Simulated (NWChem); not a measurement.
The numbers come from NWChem runs, not from measurements. System: CHN, charge 0, spin multiplicity 3, at the geometry of a parent with another charge or spin, in a state set for the comparison that need not be this species' ground state. Its SCF solution wasn't tested for a lower state. Level: UHF/def2-TZVP.

Input file:

```
start mol
memory heap 200 mb stack 800 mb global 1000 mb
geometry units angstroms nocenter noautoz
  C      0.000000     0.000000     0.748997
  N      0.000000     0.000000    -0.435186
  H      0.000000     0.000000    -1.447679
  symmetry group C2v
end
basis spherical
  * library def2-tzvp
end
scf
  uhf
  nopen 2
  maxiter 100
  thresh 1e-7
  semidirect memsize 60000000 filesize 0
  # guess.movecs holds the orbitals of an unrestricted PBE0 run
  vectors input guess.movecs output mol.movecs
end
task scf energy
```

Part of the output:

```
             Northwest Computational Chemistry Package (NWChem) 7.3.0
             --------------------------------------------------------

                                NWChem Input Module
                                -------------------

 Scaling coordinates for geometry "geometry" by  1.889725989
 (inverse scale =  0.529177249)

 Turning off AUTOSYM since
 SYMMETRY directive was detected!

                             Geometry "geometry" -> ""
                             -------------------------

 Output coordinates in angstroms (scale by  1.889725989 to convert to a.u.)

  No.       Tag          Charge          X              Y              Z
 ---- ---------------- ---------- -------------- -------------- --------------
    1 C                    6.0000     0.00000000     0.00000000     0.74899700
    2 N                    7.0000     0.00000000     0.00000000    -0.43518600
    3 H                    1.0000     0.00000000     0.00000000    -1.44767900

 Effective nuclear repulsion energy (a.u.)      23.8725185715

            Nuclear Dipole moment (a.u.)
            ----------------------------
        X                 Y               Z
 ---------------- ---------------- ----------------
     0.0000000000     0.0000000000     0.0000018897

      Symmetry information
      --------------------

 Group name             C2v
 Group number             16
 Group order               4
 No. of unique centers     3

      Symmetry unique atoms

     1    2    3


 Summary of "ao basis" -> "" (spherical)
 ------------------------------------------------------------------------------
       Tag                 Description            Shells   Functions and Types
 ---------------- ------------------------------  ------  ---------------------
 *                         def2-tzvp                  on all atoms

 Summary of "ao basis" -> "ao basis" (spherical)
 ------------------------------------------------------------------------------
       Tag                 Description            Shells   Functions and Types
 ---------------- ------------------------------  ------  ---------------------
 C                         def2-tzvp                11       31   5s3p2d1f
 N                         def2-tzvp                11       31   5s3p2d1f
 H                         def2-tzvp                 4        6   3s1p

                                 NWChem SCF Module
                                 -----------------

  ao basis        = "ao basis"
  functions       =    68
  atoms           =     3
  alpha electrons =     8
  beta  electrons =     6
  charge          =   0.00
  wavefunction    = UHF
  use symmetry    = T
  symmetry adapt  = T

 Summary of "ao basis" -> "ao basis" (spherical)
 ------------------------------------------------------------------------------
       Tag                 Description            Shells   Functions and Types
 ---------------- ------------------------------  ------  ---------------------
 C                         def2-tzvp                11       31   5s3p2d1f
 N                         def2-tzvp                11       31   5s3p2d1f
 H                         def2-tzvp                 4        6   3s1p

      Symmetry analysis of basis
      --------------------------

        a1         32
        a2          6
        b1         15
        b2         15

 Forming initial guess at       0.1s

   Symmetry analysis of molecular orbitals - initial alpha
   -------------------------------------------------------

  Numbering of irreducible representations:

     1 a1          2 a2          3 b1          4 b2

  Orbital symmetries:

     1 a1          2 a1          3 a1          4 a1          5 a1
     6 b1          7 b2          8 b1          9 b2         10 a1
    11 a1         12 a1         13 b1         14 b2         15 a1
    16 b1         17 b2         18 a1

   Symmetry analysis of molecular orbitals - initial beta
   ------------------------------------------------------

  Numbering of irreducible representations:

     1 a1          2 a2          3 b1          4 b2

  Orbital symmetries:

     1 a1          2 a1          3 a1          4 a1          5 b2
     6 b1          7 a1          8 b2          9 a1         10 b1
    11 a1         12 a1         13 b2         14 b1         15 a1
    16 b2         17 b1         18 a1

 Starting SCF solution at       0.1s

 ----------------------------------------------
         Quadratically convergent UHF

 Convergence threshold     :          1.000E-07
 Maximum no. of iterations :          100
 Integral*density screening:          1.000E-09
 ----------------------------------------------

              iter       energy          gnorm     gmax       time
             ----- ------------------- --------- --------- --------
                 1      -92.6970391154  3.95D-01  9.23D-02      0.3
                 2      -92.7072861375  3.33D-02  1.26D-02      0.4
                 3      -92.7093523244  1.45D-02  5.63D-03      0.5
                 4      -92.7095217082  6.51D-04  2.93D-04      0.5
                 5      -92.7095223921  3.08D-06  1.32D-06      0.7
                 6      -92.7095223921  3.44D-09  1.11D-09      0.8

       Final UHF  results
       ------------------

         Total SCF energy =    -92.709522392144
      One electron energy =   -172.360557004755
      Two electron energy =     55.778516041110
 Nuclear repulsion energy =     23.872518571501

                       Sz =      1.0000
                 Sz(Sz+1) =      2.0000
                      S^2 =      2.1557

        Time for solution =      0.8s
[...]
       ----------------------------------------------

  Numbering of irreducible representations:

     1 a1          2 a2          3 b1          4 b2

  Orbital symmetries:

     1 a1          2 a1          3 a1          4 a1          5 b2
     6 b1          7 a1          8 a1          9 b2         10 b1
    11 a1         12 a1         13 b2         14 b1         15 a1
    16 b2         17 b1         18 a1

          Final alpha eigenvalues
          -----------------------

              1
    1  -15.5687
    2  -11.3270
    3   -1.2365
    4   -0.8647
    5   -0.6611
    6   -0.5926
    7   -0.4915
    8   -0.2579
    9    0.1426
   10    0.1431
   11    0.2277
   12    0.2689
   13    0.3249
   14    0.3348
   15    0.4713
   16    0.5367
   17    0.5824
   18    0.6408

          Final beta eigenvalues
          ----------------------

              1
    1  -15.5680
    2  -11.2623
    3   -1.2053
    4   -0.8068
    5   -0.5039
    6   -0.4572
    7    0.0174
    8    0.1473
    9    0.1942
   10    0.2175
   11    0.2457
   12    0.3526
   13    0.3958
   14    0.4136
   15    0.4968
   16    0.5705
   17    0.5984
   18    0.6486

                    UHF Final Alpha Molecular Orbital Analysis
                    ------------------------------------------

 Vector    6  Occ=1.000000D+00  E=-5.926262D-01  Symmetry=b1
              MO Center= -1.4D-14, -3.7D-16,  1.2D-01, r^2= 1.1D+00
   Bfn.  Coefficient  Atom+Function         Bfn.  Coefficient  Atom+Function
  ----- ------------  ---------------      ----- ------------  ---------------
     6      0.326491  1 C  px                37      0.319934  2 N  px
    40      0.292606  2 N  px                 9      0.276065  1 C  px

 Vector    7  Occ=1.000000D+00  E=-4.914849D-01  Symmetry=b2
              MO Center= -3.5D-16, -8.3D-15,  2.5D-01, r^2= 1.2D+00
   Bfn.  Coefficient  Atom+Function         Bfn.  Coefficient  Atom+Function
  ----- ------------  ---------------      ----- ------------  ---------------
     7      0.338593  1 C  py                10      0.321923  1 C  py
    38      0.252605  2 N  py                41      0.230960  2 N  py

 Vector    8  Occ=1.000000D+00  E=-2.579382D-01  Symmetry=b1
              MO Center=  2.1D-15, -1.1D-16,  2.6D-01, r^2= 1.7D+00
   Bfn.  Coefficient  Atom+Function         Bfn.  Coefficient  Atom+Function
  ----- ------------  ---------------      ----- ------------  ---------------
    43      0.454178  2 N  px                 9     -0.405224  1 C  px
    12     -0.387525  1 C  px                 6     -0.351641  1 C  px
    37      0.328181  2 N  px                40      0.300679  2 N  px

 Vector    9  Occ=0.000000D+00  E= 1.426198D-01  Symmetry=b2
              MO Center= -1.0D-16,  6.8D-15,  2.3D-01, r^2= 2.5D+00
   Bfn.  Coefficient  Atom+Function         Bfn.  Coefficient  Atom+Function
  ----- ------------  ---------------      ----- ------------  ---------------
    44     -0.802947  2 N  py                13      0.767476  1 C  py
    38     -0.283693  2 N  py                10      0.259220  1 C  py
     7      0.232118  1 C  py                41     -0.205232  2 N  py

 Vector   10  Occ=0.000000D+00  E= 1.430790D-01  Symmetry=a1
              MO Center=  3.4D-16, -2.1D-15, -2.2D+00, r^2= 2.6D+00
   Bfn.  Coefficient  Atom+Function         Bfn.  Coefficient  Atom+Function
  ----- ------------  ---------------      ----- ------------  ---------------
    65      2.606986  3 H  s                 36     -1.363423  2 N  s
    45      1.281794  2 N  pz                 4     -0.732489  1 C  s
    35      0.519466  2 N  s                  5     -0.301009  1 C  s
    11      0.280882  1 C  pz                34     -0.244263  2 N  s

 Vector   11  Occ=0.000000D+00  E= 2.277138D-01  Symmetry=a1
              MO Center= -1.3D-15, -3.6D-16,  3.2D-01, r^2= 5.0D+00
   Bfn.  Coefficient  Atom+Function         Bfn.  Coefficient  Atom+Function
  ----- ------------  ---------------      ----- ------------  ---------------
     5      5.284098  1 C  s                 36     -4.364992  2 N  s
    45     -2.621388  2 N  pz                14     -2.268200  1 C  pz
    11     -1.129028  1 C  pz                65     -1.133837  3 H  s
     4      0.863267  1 C  s                 64     -0.566696  3 H  s
    42     -0.557394  2 N  pz                35     -0.420561  2 N  s

                     UHF Final Beta Molecular Orbital Analysis
                     -----------------------------------------

 Vector    4  Occ=1.000000D+00  E=-8.068384D-01  Symmetry=a1
              MO Center= -3.1D-16,  8.0D-16, -7.1D-01, r^2= 8.0D-01
   Bfn.  Coefficient  Atom+Function         Bfn.  Coefficient  Atom+Function
  ----- ------------  ---------------      ----- ------------  ---------------
    39      0.330522  2 N  pz                42      0.275033  2 N  pz
    64     -0.198749  3 H  s                 63     -0.164727  3 H  s
     3      0.163785  1 C  s

 Vector    5  Occ=1.000000D+00  E=-5.038706D-01  Symmetry=b2
              MO Center= -1.5D-16, -4.2D-16, -2.1D-01, r^2= 9.7D-01
   Bfn.  Coefficient  Atom+Function         Bfn.  Coefficient  Atom+Function
  ----- ------------  ---------------      ----- ------------  ---------------
    38      0.384579  2 N  py                41      0.365063  2 N  py
    44      0.236799  2 N  py                 7      0.176113  1 C  py

 Vector    6  Occ=1.000000D+00  E=-4.571811D-01  Symmetry=b1
              MO Center= -1.7D-15, -1.4D-16, -1.9D-01, r^2= 1.0D+00
   Bfn.  Coefficient  Atom+Function         Bfn.  Coefficient  Atom+Function
  ----- ------------  ---------------      ----- ------------  ---------------
    37      0.369383  2 N  px                40      0.345063  2 N  px
    43      0.251114  2 N  px                 6      0.185042  1 C  px

 Vector    7  Occ=0.000000D+00  E= 1.740344D-02  Symmetry=a1
              MO Center=  4.3D-15, -3.7D-15,  1.2D+00, r^2= 1.9D+00
   Bfn.  Coefficient  Atom+Function         Bfn.  Coefficient  Atom+Function
  ----- ------------  ---------------      ----- ------------  ---------------
     5      0.939412  1 C  s                 36     -0.454230  2 N  s
    65      0.227343  3 H  s                  8      0.206538  1 C  pz
    14      0.192394  1 C  pz                 3      0.189867  1 C  s

 Vector    8  Occ=0.000000D+00  E= 1.473492D-01  Symmetry=a1
              MO Center= -4.8D-16,  3.2D-16, -2.1D+00, r^2= 3.0D+00
   Bfn.  Coefficient  Atom+Function         Bfn.  Coefficient  Atom+Function
  ----- ------------  ---------------      ----- ------------  ---------------
    65      2.661479  3 H  s                 45      1.430736  2 N  pz
    36     -1.121494  2 N  s                  4     -0.762913  1 C  s
     5     -0.683997  1 C  s                 35      0.566473  2 N  s
    11      0.346035  1 C  pz                34     -0.228252  2 N  s

 Vector    9  Occ=0.000000D+00  E= 1.941783D-01  Symmetry=b2
              MO Center= -1.1D-16,  1.1D-14,  8.1D-01, r^2= 3.2D+00
   Bfn.  Coefficient  Atom+Function         Bfn.  Coefficient  Atom+Function
  ----- ------------  ---------------      ----- ------------  ---------------
    13      1.146287  1 C  py                44     -0.688252  2 N  py
     7      0.225858  1 C  py                38     -0.190178  2 N  py

 center of mass
 --------------
 x =   0.00000000 y =   0.00000000 z =   0.10039611

 moments of inertia (a.u.)
 ------------------
          40.781164311007           0.000000000000           0.000000000000
           0.000000000000          40.781164311007           0.000000000000
           0.000000000000           0.000000000000           0.000000000000

  Mulliken analysis of the total density
  --------------------------------------

    Atom       Charge   Shell Charges
 -----------   ------   -------------------------------------------------------
    1 C    6     5.88   0.85  1.13  0.49  0.52  0.12  1.18  1.15  0.33  0.03  0.07  0.01
    2 N    7     7.48   0.82  1.16  0.52  0.72  0.18  1.54  1.72  0.77  0.01  0.03  0.01
    3 H    1     0.64   0.23  0.34  0.03  0.04

  Mulliken analysis of the alpha density
  --------------------------------------

    Atom       Charge   Shell Charges
 -----------   ------   -------------------------------------------------------
    1 C    6     4.04   0.43  0.56  0.34  0.42  0.11  0.93  0.93  0.27  0.01  0.03  0.00
    2 N    7     3.64   0.41  0.58  0.26  0.36  0.08  0.76  0.82  0.34  0.00  0.02  0.00
    3 H    1     0.32   0.11  0.17  0.02  0.02

   Mulliken analysis of the beta density
   -------------------------------------

    Atom       Charge   Shell Charges
 -----------   ------   -------------------------------------------------------
    1 C    6     1.84   0.42  0.57  0.14  0.11  0.01  0.25  0.22  0.06  0.02  0.04  0.01
    2 N    7     3.84   0.41  0.58  0.25  0.36  0.10  0.78  0.91  0.43  0.00  0.01  0.00
    3 H    1     0.32   0.11  0.17  0.02  0.02

   Mulliken analysis of the spin density
   -------------------------------------

    Atom       Charge   Shell Charges
 -----------   ------   -------------------------------------------------------
    1 C    6     2.20   0.01 -0.01  0.20  0.31  0.10  0.68  0.71  0.22 -0.00 -0.00 -0.00
    2 N    7    -0.20   0.00 -0.00  0.01 -0.00 -0.02 -0.02 -0.09 -0.09  0.00  0.02  0.00
    3 H    1     0.00   0.00  0.00  0.00  0.00

       Multipole analysis of the density wrt the origin
       ------------------------------------------------

     L   x y z        total         alpha         beta         nuclear
     -   - - -        -----         -----         ----         -------
     0   0 0 0     -0.000000     -8.000000     -6.000000     14.000000

     1   1 0 0      0.000000      0.000000      0.000000      0.000000
     1   0 1 0      0.000000      0.000000      0.000000      0.000000
     1   0 0 1     -0.392444     -2.251562      1.859116      0.000002

     2   2 0 0    -10.098706     -6.495277     -3.603429      0.000000
     2   1 1 0      0.000000     -0.000000      0.000000      0.000000
     2   1 0 1      0.000000      0.000000      0.000000      0.000000
     2   0 2 0     -8.776782     -5.186113     -3.590669      0.000000
     2   0 1 1     -0.000000      0.000000     -0.000000      0.000000
     2   0 0 2     -5.666133    -19.845086    -10.059508     24.238462

 Task  times  cpu:        0.8s     wall:        0.8s

 Total times  cpu:        0.9s     wall:        0.9s
```
